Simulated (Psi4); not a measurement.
# BCl2 (SMILES Cl[B]Cl), step by step

Wanted: a structure relaxation (UB3LYP/6-31G**), then vibrational wavenumbers of BCl2. 

The results are computed with Psi4 1.11.

## 1. The system as given

BCl2: 3 atoms, total charge 0, spin state doublet. SMILES: `Cl[B]Cl`. The shape is that of a PBE0-D4/def2-TZVP optimisation. The run starts from this shape.

Bond lengths: Cl1–B2 1.720 Å, B2–Cl3 1.720 Å. Angles: Cl1–B2–Cl3 125.4°.

## 2. A geometry optimisation at UB3LYP/6-31G(d,p) (density fitting, Cartesian functions) (run 1)

File bcl2.xyz:

```xyz
3
BCl2
Cl     0.371500    -1.525600     0.030000
B     -0.463900    -0.050300    -0.256900
Cl     0.081500     1.511100     0.213700
```

File calc.py:

```python
import psi4

psi4.set_memory('1600 MB')
psi4.set_num_threads(1)
psi4.core.set_output_file('psi4.out', False)

with open('bcl2.xyz') as f:
    atoms = ''.join(f.readlines()[2:])
mol = psi4.geometry('0 2\n' + atoms + 'symmetry c1')

psi4.set_options({
    'basis': '6-31G**',
    'reference': 'uks',
    'geom_maxiter': 60,
})

result = psi4.optimize("b3lyp", molecule=mol)
print('E =', round(result, 9))
print(mol.to_string(dtype='xyz', units='Angstrom'))
```

Run with:

```console
$ python calc.py
```

psi4.out:

```text
gradient() will perform analytic gradient computation.

   => Loading Basis Set <=

    Name: 6-31G**
    Role: ORBITAL
    Keyword: BASIS

         ---------------------------------------------------------
                                   SCF
                              UKS Reference
                        1 Threads,   1525 MiB Core
         ---------------------------------------------------------

  ==> Geometry <==

    Molecular point group: c1
    Full point group: Cs

    Geometry (in Angstrom), charge = 0, multiplicity = 2:

       Center              X                  Y                   Z               Mass
    ------------   -----------------  -----------------  -----------------  -----------------
         CL           0.190857587496    -1.519840133222    -0.000000000000    34.968852682000
         B           -0.680356305441    -0.037375559361     0.000000000000    11.009305360000
         CL           0.023340184113     1.531607146277    -0.000000000000    34.968852682000

  Running in c1 symmetry.

  Rotational constants: A =      2.84948  B =      0.10323  C =      0.09963 [cm^-1]
  Rotational constants: A =  85425.26624  B =   3094.90399  C =   2986.69779 [MHz]
  Nuclear repulsion =  102.359078461763858

  Charge       = 0
  Multiplicity = 2
  Electrons    = 39
  Nalpha       = 20
  Nbeta        = 19

  ==> Algorithm <==

  SCF Algorithm Type is DF.
  DIIS enabled.
  MOM disabled.
  Fractional occupation disabled.
  Guess Type is SAD.
  Energy threshold   = 1.00e-08
  Density threshold  = 1.00e-08
  Integral threshold = 1.00e-12

  ==> Primary Basis <==

  Basis Set: 6-31G**
    Blend: 6-31G**
    Number of shells: 22
    Number of basis functions: 53
    Number of Cartesian functions: 53
    Spherical Harmonics?: false
    Max angular momentum: 2

  ==> DFT Potential <==

   => LibXC <=

    Version 7.1.2

   => Composite Functional: B3LYP <=

    B3LYP Hyb-GGA Exchange-Correlation Functional

    Deriv               =              1
    GGA                 =           TRUE
    Meta                =          FALSE

    Exchange Hybrid     =           TRUE
    MP2 Hybrid          =          FALSE

   => Exchange Functionals <=

    0.0800   Slater exchange
    0.7200         Becke 88

   => Exact (HF) Exchange <=

    0.2000               HF

   => Correlation Functionals <=

    0.1900   Vosko, Wilk & Nusair (VWN5_RPA)
    0.8100   Lee, Yang & Parr

   => LibXC Density Thresholds  <==

    XC_HYB_GGA_XC_B3LYP:  1.00E-15

   => Molecular Quadrature <=

    Radial Scheme          =       TREUTLER
    Pruning Scheme         =           NONE
    Nuclear Scheme         =       TREUTLER

    Blocking Scheme        =         OCTREE
    BS radius alpha        =              1
    Pruning alpha          =              1
    Radial Points          =             75
    Spherical Points       =            302
    Total Points           =          61713
    Total Blocks           =            538
    Max Points             =            255
    Max Functions          =             52
    Weights Tolerance      =       1.00E-15

   => Loading Basis Set <=

    Name: (6-31G** AUX)
    Role: JKFIT
    Keyword: DF_BASIS_SCF

  ==> Integral Setup <==

  DFHelper Memory: AOs need 0.009 GiB; user supplied 1.036 GiB.
  SCF_SUBTYPE=INCORE selected. In-core MEM_DF algorithm will be used.
  Using in-core AOs.

  ==> MemDFJK: Density-Fitted J/K Matrices <==

    J tasked:                   Yes
    K tasked:                   Yes
    wK tasked:                   No
    Memory [MiB]:              1061
    Algorithm:                 Core
    Schwarz Cutoff:           1E-12
    Mask sparsity (%):       2.0648
    Fitting Condition:        1E-10

   => Auxiliary Basis Set <=

  Basis Set: (6-31G** AUX)
    Blend: CC-PVDZ-JKFIT
    Number of shells: 96
    Number of basis functions: 341
    Number of Cartesian functions: 341
    Spherical Harmonics?: false
    Max angular momentum: 3

  Cached 100.0% of DFT collocation blocks in 0.081 [GiB].

  Minimum eigenvalue in the overlap matrix is 1.0613436780E-02.
  Reciprocal condition number of the overlap matrix is 1.9862147668E-03.
    Using symmetric orthogonalization.

  ==> Pre-Iterations <==

  SCF Guess: Superposition of Atomic Densities via on-the-fly atomic UHF (no occupation information).

   -------------------------
    Irrep   Nso     Nmo
   -------------------------
     A         53      53
   -------------------------
    Total      53      53
   -------------------------

  ==> Iterations <==

                           Total Energy        Delta E     RMS |[F,P]|

   @DF-UKS iter SAD:  -945.17342302615236   -9.45173e+02   0.00000e+00
   @DF-UKS iter   1:  -945.21860841267915   -4.51854e-02   3.96051e-03 ADIIS/DIIS
   @DF-UKS iter   2:  -945.23227755049845   -1.36691e-02   2.84170e-03 ADIIS/DIIS
   @DF-UKS iter   3:  -945.24456444521331   -1.22869e-02   2.07365e-04 ADIIS/DIIS
   @DF-UKS iter   4:  -945.24462647164398   -6.20264e-05   1.38081e-04 ADIIS/DIIS
   @DF-UKS iter   5:  -945.24465695549918   -3.04839e-05   4.69527e-05 DIIS
   @DF-UKS iter   6:  -945.24466153105391   -4.57555e-06   6.32491e-06 DIIS
   @DF-UKS iter   7:  -945.24466166890329   -1.37849e-07   2.35080e-06 DIIS
   @DF-UKS iter   8:  -945.24466168632534   -1.74221e-08   3.82049e-07 DIIS
   @DF-UKS iter   9:  -945.24466168694721   -6.21867e-10   6.55907e-08 DIIS
   @DF-UKS iter  10:  -945.24466168696586   -1.86446e-11   1.91015e-08 DIIS
   @DF-UKS iter  11:  -945.24466168696642   -5.68434e-13   1.39853e-08 DIIS
   @DF-UKS iter  12:  -945.24466168696631    1.13687e-13   1.07586e-09 DIIS
  Energy and wave function converged.

  ==> Post-Iterations <==

[... 7 lines left out ...]
   @S^2 Observed:                7.519922744E-01
[... 43 lines left out ...]
    Final Occupation by Irrep:
[... 11 lines left out ...]
    One-Electron Energy =               -1506.9062519842702841
[... 2 lines left out ...]
    Empirical Dispersion Energy =           0.0000000000000000
[... 25 lines left out ...]
 Dipole X            :         -0.3851858            0.4527417            0.0675559
[... 73 lines left out ...]
    Weights Tolerance      =       1.00E-15
[... 46 lines left out ...]
	   Step    Total Energy     Delta E     Max Force     RMS Force      Max Disp      RMS Disp   ~
[... 122 lines left out ...]
                           Total Energy        Delta E     RMS |[F,P]|
[... 3 lines left out ...]
   @DF-UKS iter   2:  -945.24499721620839   -9.91848e-06   1.04622e-04 ADIIS/DIIS
[... 2 lines left out ...]
   @DF-UKS iter   5:  -945.24501437178333   -4.23524e-08   6.06161e-07 DIIS
[... 2 lines left out ...]
   @DF-UKS iter   8:  -945.24501437360311   -7.04858e-12   1.58827e-08 DIIS
[... 10 lines left out ...]
   @Spin Contamination Metric:   2.048517104E-03
[... 2 lines left out ...]
   @S   Expected:                5.000000000E-01
[... 9 lines left out ...]
  @DF-UKS Final Energy:  -945.24501437360345
[... 5 lines left out ...]
    Two-Electron Energy =                 507.0695756011181174
[... 2 lines left out ...]
    VV10 Nonlocal Energy =                  0.0000000000000000
[... 25 lines left out ...]
 Dipole Y            :         -0.0221347            0.0249566            0.0028219
[... 81 lines left out ...]
	                                 ==> Convergence Check <==
[... 8 lines left out ...]
	  Convergence Criteria     1.00e-06 *    3.00e-04 *             o    1.20e-03 *             o
[... 85 lines left out ...]
   @DF-UKS iter   0:  -945.24168069638642   -9.45242e+02   2.34860e-04
[... 2 lines left out ...]
   @DF-UKS iter   3:  -945.24503260492702   -1.06599e-06   2.78340e-06 DIIS
[... 2 lines left out ...]
   @DF-UKS iter   6:  -945.24503261753671   -1.13914e-10   3.40956e-08 DIIS
[... 10 lines left out ...]
   @Spin Contamination Metric:   2.064147503E-03
[... 2 lines left out ...]
   @S   Expected:                5.000000000E-01
[... 9 lines left out ...]
  @DF-UKS Final Energy:  -945.24503261754114
[... 5 lines left out ...]
    Two-Electron Energy =                 506.9503097092992903
[... 2 lines left out ...]
    VV10 Nonlocal Energy =                  0.0000000000000000
[... 25 lines left out ...]
 Dipole Y            :         -0.0226992            0.0251664            0.0024672
[... 81 lines left out ...]
	                                 ==> Convergence Check <==
[... 8 lines left out ...]
	  Convergence Criteria     1.00e-06 *    3.00e-04 *             o    1.20e-03 *             o
[... 85 lines left out ...]
   @DF-UKS iter   0:  -945.24465094841059   -9.45245e+02   4.72830e-05
[... 2 lines left out ...]
   @DF-UKS iter   3:  -945.24503318289260   -4.46728e-08   1.31008e-06 DIIS
[... 2 lines left out ...]
   @DF-UKS iter   6:  -945.24503318574659   -2.50111e-12   7.45154e-09 DIIS
[... 10 lines left out ...]
   @S^2 Expected:                7.500000000E-01
[... 2 lines left out ...]
   @S   Observed:                5.000000000E-01
[... 22 lines left out ...]
    Beta Occupied:

       1A   -101.575341     2A   -101.575341     3A     -9.493337
       4A     -9.493322     5A     -7.254139     6A     -7.254134
       7A     -7.249802     8A     -7.249796     9A     -7.247426
      10A     -7.247420    11A     -6.867334    12A     -0.879204
      13A     -0.849908    14A     -0.509922    15A     -0.441104
      16A     -0.390825    17A     -0.380269    18A     -0.351254
      19A     -0.337306

    Beta Virtual:

      20A     -0.080443    21A     -0.048305    22A      0.071074
      23A      0.138240    24A      0.300274    25A      0.329953
      26A      0.390010    27A      0.399798    28A      0.406628
[... 7 lines of this table left out ...]
      50A      1.832752    51A      3.349976    52A      4.247974
      53A      4.258659

    Final Occupation by Irrep:
              A
    DOCC [    19 ]
    SOCC [     1 ]
    NA   [    20 ]
    NB   [    19 ]

  @DF-UKS Final Energy:  -945.24503318574659

   => Energetics <=

    Nuclear Repulsion Energy =            101.2323464509402697
    One-Electron Energy =               -1504.6727696296579779
    Two-Electron Energy =                 506.9588312750108798
    DFT Exchange-Correlation Energy =     -48.7634412820397216
    Empirical Dispersion Energy =           0.0000000000000000
    VV10 Nonlocal Energy =                  0.0000000000000000
    Total Energy =                       -945.2450331857465926

  UHF NO Occupations:
  HONO-2 :   18  A 1.9995919
  HONO-1 :   19  A 1.9994895
  HONO-0 :   20  A 1.0000000
  LUNO+0 :   21  A 0.0005105
  LUNO+1 :   22  A 0.0004081
  LUNO+2 :   23  A 0.0000477
  LUNO+3 :   24  A 0.0000292

Computation Completed

Properties will be evaluated at   0.000000,   0.000000,   0.000000 [a0]

Properties computed using the SCF density matrix

 Multipole Moments:

 ------------------------------------------------------------------------------------
     Multipole            Electronic (a.u.)      Nuclear  (a.u.)        Total (a.u.)
 ------------------------------------------------------------------------------------

 L = 1.  Multiply by 2.5417464519 to convert [e a0] to [Debye]
 Dipole X            :         -0.4158008            0.4594643            0.0436635
 Dipole Y            :         -0.0228299            0.0252252            0.0023953
 Dipole Z            :          0.0000000           -0.0000000            0.0000000
 Magnitude           :                                                    0.0437292

 ------------------------------------------------------------------------------------

	total time  =          2 seconds =       0.03 minutes

         ------------------------------------------------------------
                                   SCF GRAD
         ------------------------------------------------------------

  ==> Geometry <==

    Molecular point group: c1
    Full point group: Cs

    Geometry (in Angstrom), charge = 0, multiplicity = 2:

       Center              X                  Y                   Z               Mass
    ------------   -----------------  -----------------  -----------------  -----------------
         CL           0.193347179718    -1.536053755766    -0.000000000000    34.968852682000
         B           -0.690458706678    -0.037907059017     0.000000000000    11.009305360000
         CL           0.024031148631     1.547988101792    -0.000000000000    34.968852682000

  Nuclear repulsion =  101.232346450940270

   => Molecular Quadrature <=

    Radial Scheme          =       TREUTLER
    Pruning Scheme         =           NONE
    Nuclear Scheme         =       TREUTLER

    Blocking Scheme        =         OCTREE
    BS radius alpha        =              1
    Pruning alpha          =              1
    Radial Points          =             75
    Spherical Points       =            302
    Total Points           =          61725
    Total Blocks           =            537
    Max Points             =            256
    Max Functions          =             52
    Weights Tolerance      =       1.00E-15

  -Total Gradient:
     Atom            X                  Y                   Z
    ------   -----------------  -----------------  -----------------
       1       -0.000020084669    -0.000003906494     0.000000000000
       2        0.000030726515     0.000001409844    -0.000000000000
       3       -0.000020266012     0.000001968232     0.000000000000

	total time  =          1 seconds =       0.02 minutes

    			-----------------------------------------

    			 OPTKING 3.0: for geometry optimizations

    			        with contributions from

    			-----------------------------------------

	                            ===> Fragment 1 <==

	 Z (Atomic Numbers)          Masses                          Geom
	      17.000000            34.968853          0.36537322 -2.90272091 -0.00000000
	       5.000000            11.009305         -1.30477786 -0.07163396  0.00000000
	      17.000000            34.968853          0.04541229  2.92527356 -0.00000000

	 - Coordinate -           - BOHR/RAD -       - ANG/DEG -
	 R(1,2)           =         3.287014           1.739413
	 R(2,3)           =         3.287015           1.739413
	 B(1,2,3)         =         2.185316         125.209363

	        --- Internal Coordinate Step in ANG or DEG, aJ/ANG or AJ/DEG ---
	-------------------------------------------------------------------------------
	           Coordinate      Previous         Force          Change          New
	           ----------      --------        ------          ------        ------
	               R(1,2)       1.73941        0.00004        0.00003       1.73944
	               R(2,3)       1.73941        0.00004        0.00003       1.73944
	             B(1,2,3)     125.20936       -0.00000       -0.01578     125.19358
	-------------------------------------------------------------------------------

	                                 ==> Convergence Check <==

	Measures of convergence in internal coordinates in au.

	Criteria marked as inactive (o), active & met (*), and active & unmet ( ).

	----------------------------------------------------------------------------------------------
	   Step    Total Energy     Delta E     Max Force     RMS Force      Max Disp      RMS Disp
	----------------------------------------------------------------------------------------------
	  Convergence Criteria     1.00e-06 *    3.00e-04 *             o    1.20e-03 *             o
	----------------------------------------------------------------------------------------------
	     4    -945.24503319   -5.68e-07 *    5.40e-05 *    3.15e-05 o    2.75e-04 *    1.64e-04 o  ~
	----------------------------------------------------------------------------------------------

Next Geometry in Ang
	Fragment 1 (Ang)

	   Cl   0.1934171018  -1.5359621469  -0.0000000000
	    B  -0.6906080603  -0.0379150449   0.0000000000
	   Cl   0.0241105802   1.5479044788  -0.0000000000

    Final optimized geometry and variables:
    Molecular point group: c1
    Full point group: Cs

    Geometry (in Angstrom), charge = 0, multiplicity = 2:

    CL           0.193347179718    -1.536053755766    -0.000000000000
    B           -0.690458706678    -0.037907059017     0.000000000000
    CL           0.024031148631     1.547988101792    -0.000000000000

[set-up sections that repeat, and orbital energies of the middle runs, are left out above]
```

On the terminal:

```text
Some dependencies such as QCElemental have not yet finished migration to pydantic v2. If issues are encountered please downgrade pydantic or upgrade QCElemental as appropriate
Optimizer: Optimization complete!
E = -945.245033186
3
0 2 BCl2
Cl                    0.193347179718    -1.536053755766     0.000000000000
B                    -0.690458706678    -0.037907059017     0.000000000000
Cl                    0.024031148631     1.547988101792     0.000000000000
```

Run time: 20 s. Hardware: 1 thread of Intel Xeon Platinum 8375C at 2.90GHz (Ice Lake), shared host; peak memory 0.32 GiB.

Step by step:

```tsv
step	energy from the first frame kept (eV)	largest force (eV/Å)
0	0.0000	0.5232
1	-0.0096	0.1203
2	-0.0101	0.0187
3	-0.0101	0.0016
```

After the run. Bond lengths: Cl1–B2 1.739 Å, B2–Cl3 1.739 Å. Angles: Cl1–B2–Cl3 125.2°.

## 3. The harmonic vibrations at UB3LYP/6-31G(d,p) (density fitting, Cartesian functions) (run 2)

File input.dat:

```
memory 1600 MB

molecule {
  0 2
  Cl     0.70760228    -2.91345691     0.05628738
  B     -0.89338314    -0.09605289    -0.49464904
  Cl     0.15371410     2.88637146     0.40712827
  units au
}

set globals {
  basis 6-31G**
  reference uks
  t 400.0
  rotational_symmetry_number 2
}

frequency('b3lyp')
print_variables()
```

Run with:

```console
$ psi4 -n 1 input.dat output.dat
```

output.dat (excerpt; [...] marks lines left out):

```text
[...]
  Running in cs symmetry.
[...]
  Nuclear repulsion =  101.232355829081570
[...]
  Multiplicity = 2
[...]
  Nalpha       = 20
  Nbeta        = 19
[...]
    Number of basis functions: 53
[...]
   @DF-UKS iter   1:  -945.22013008359806   -8.45092e-02   4.98889e-03 ADIIS/DIIS
[...]
  Running in c1 symmetry.
[...]
   @DF-UKS iter  10:  -945.24503318389088   -2.11458e-11   8.99326e-09 DIIS
[...]
   @S^2 Observed:                7.520662161E-01
[...]
  @DF-UKS Final Energy:  -945.24503318389088
   => Energetics <=
    Nuclear Repulsion Energy =            101.2323500648927848
    One-Electron Energy =               -1504.6727757828753056
    Two-Electron Energy =                 506.9588337638324447
    DFT Exchange-Correlation Energy =     -48.7634412297407280
    Empirical Dispersion Energy =           0.0000000000000000
    VV10 Nonlocal Energy =                  0.0000000000000000
    Total Energy =                       -945.2450331838908824
[...]
  -Total Gradient:
     Atom            X                  Y                   Z
    ------   -----------------  -----------------  -----------------
       1       -0.000020179301    -0.000003726756    -0.000000020655
       2        0.000030729869     0.000001051610     0.000000030872
       3       -0.000020174738     0.000002146736    -0.000000019910
[...]
  ==> Harmonic Vibrational Analysis <==
[...]
  Freq [cm^-1]                 285.9869            694.3732            965.3116
[...]
  IR activ [km/mol]             1.3072             28.9309             404.7637
[...]
  Total E_0, Enthalpy at 0 [K]                                                         -945.24060062 [Eh]
[...]
  Total H, Enthalpy at  400.00 [K]                                                     -945.23438414 [Eh]
[...]
  Total G, Gibbs energy at  400.00 [K]                                                 -945.27768931 [Eh]
[...]
```

The script printed:

```text
Warning: used thermodynamics relations inappropriate for low-frequency modes: ['285.9869']
```

Run time: 56 s. Hardware: 1 thread of Intel Xeon Platinum 8375C at 2.90GHz (Ice Lake), shared host; peak memory 0.31 GiB.

## 4. Outcome

| quantity | value |
| --- | --- |
| run 1, UB3LYP/6-31G**: total energy at the end | -945.24503 Eh |
| run 1, UB3LYP/6-31G**: dipole moment | 0.11 D |
| run 1, UB3LYP/6-31G**: HOMO energy (highest over α and β) | -6.14 eV |
| run 1, UB3LYP/6-31G**: LUMO energy (lowest over α and β) | -2.19 eV |
| run 1, UB3LYP/6-31G**: ⟨S²⟩ | 0.752 |
| run 2, UB3LYP/6-31G**: lowest harmonic wavenumber | 286 cm⁻¹ |
| run 2, UB3LYP/6-31G**: highest harmonic wavenumber | 965 cm⁻¹ |
| run 2, UB3LYP/6-31G**: zero-point energy | 11.6 kJ/mol |
| run 2, UB3LYP/6-31G**: ideal-gas entropy at 400 K (symmetry number 2 as used) | 67.9 cal/(mol K) |

**Reading.** The optimisation (run 1, UB3LYP/6-31G**) took 4 steps and changed the energy by -0.010 eV. All 3 modes (run 2, UB3LYP/6-31G**) are real, so the shape is a minimum at this level.
